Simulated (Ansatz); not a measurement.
`NCC=C=O` + H₂O → `O=C=CO` + CH₃NH₂ at 500 K and 1 bar (formal hydrolysis of a C–C bond).

Program: Ansatz. Geometries: PBE0-D4/def2-TZVP. ΔE: electronic, gas phase. CBS: MP2 limit from def2 TZ/QZ plus the TZ coupled-cluster correction, frozen cores. This one scheme is used for every species. One conformer a species, not always the lowest.

```tsv
species	CCSD(T)/CBS energy (Eh)	H − E (kJ/mol)	S (J/(mol·K))
`NCC=C=O`	-246.99148	247.0	371.4
H₂O	-76.37941	73.2	206.3
`O=C=CO`	-227.58142	127.7	315.5
CH₃NH₂	-95.75281	191.8	270.3
```

H − E and S are ideal-gas, rigid-rotor, harmonic terms from PBE0-D4/def2-TZVP, for one conformer and one mirror image of each species. 1 Eh = 2625.50 kJ/mol, R = 8.31446 J/(mol·K).

By hand: ΔE, ΔH, ΔS and ΔG.

ΔE = (-227.58142) + (-95.75281) − (-246.99148) − (-76.37941) = 0.03666 Eh = 96.3 kJ/mol. Δ(H − E) = 127.7 + 191.8 − 247.0 − 73.2 = -0.7, so ΔH = 95.6 kJ/mol. ΔS = 315.5 + 270.3 − 371.4 − 206.3 = 8.1 J/(mol·K). ΔG = 95.6 − 500 × (8.1)/1000 = 91.5 kJ/mol.

By hand: the equilibrium constant, and the temperature at which ΔG would vanish if ΔH and ΔS stayed fixed.

log₁₀ K = −ΔG/(RT ln 10) = -9.6. ΔG = 0 at ΔH/ΔS = 11802 K, far beyond where these terms or the molecules hold.

The number of gas molecules stays the same, so ΔS is small and ΔH decides. A doubt of 5 kJ/mol in ΔE shifts log₁₀ K by 0.5 here. Other conformers and mirror images would add mixing entropy, several J/(mol·K) or more a flexible species. These are equilibria of isolated gas molecules and say nothing of rates. Largest T1 diagnostic: 0.016 (customary marks: 0.02 for closed shells, 0.045 for open ones).
